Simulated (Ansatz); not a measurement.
A nudged elastic band was laid between two geometries of C$_{2}$H$_{4}$S$_{2}$ (8 atoms, charge 0, multiplicity 1).

The calculation used Ansatz 0.2.0, UKS r2SCAN/def2-SVP.

```json
{"movable images": "5", "climbing image": "yes", "spring": "5.0 eV/Å²", "optimiser": "quadratic models (default)", "start path": "through a guess of the saddle point", "force threshold": "0.03 eV/Å", "iteration limit": "54", "end points": "relaxed"}
```

First end point:

```xyz
8
Properties=species:S:1:pos:R:3
C -0.315 0.824 -0.180
C -0.065 -0.625 0.133
S 1.239 -1.042 1.317
S 1.263 -1.484 -0.748
H 0.635 1.367 -0.285
H -0.887 0.918 -1.117
H -0.908 1.290 0.624
H -0.963 -1.248 0.256
```

Last end point:

```xyz
8
Properties=species:S:1:pos:R:3
C -0.286 0.717 -0.347
C 0.386 -0.627 -0.292
S 0.427 -1.422 1.277
S 1.070 -1.370 -1.578
H 0.232 1.433 0.315
H -0.271 1.100 -1.375
H -1.330 0.645 0.001
H -0.229 -0.477 1.999
```

**Question.** What changes between the two ends?

**Answer.** Bonds broken: C2–H8, S3–S4. Bonds formed: S3–H8.

**Question.** What energy profile does the band end with?

**Answer.** It converged. The highest image is number 2 of 0 to 6, 45.8 kcal/mol above the first end and 52.8 kcal/mol above the last; the last end lies 7.0 kcal/mol below the first. Neighbouring images differ by up to 1.6 eV, so the band resolves the path poorly. A vibrational analysis at the climbing image gives one clearly imaginary mode, 983i cm⁻¹: a first-order saddle point.

```
image  path coordinate (Å)  energy (kcal/mol)  C2–H8 (Å)  S3–S4 (Å)  S3–H8 (Å)
    0                 0.00                0.0       1.10       2.11       2.45
    1                 0.60               34.8       1.09       2.72       2.21
    2                 1.20               45.8       1.18       3.11       1.86
    3                 2.14                8.4       2.02       3.01       1.35
    4                 3.07                1.5       2.32       2.97       1.35
    5                 4.00               -6.3       2.38       2.92       1.36
    6                 4.93               -7.0       2.38       2.93       1.36
```

**Question.** What is the geometry of the highest image?

**Answer.** 
```xyz
8
Properties=species:S:1:pos:R:3
C -0.249 0.826 -0.180
C 0.298 -0.569 0.065
S 0.674 -0.974 1.762
S 0.877 -1.468 -1.302
H 0.603 1.521 -0.251
H -0.801 0.870 -1.130
H -0.887 1.156 0.652
H -0.516 -1.361 0.384
```

Run time: 17 min on 2 threads of Arm Neoverse V1, with other jobs on the host, peak memory 0.25 GiB.
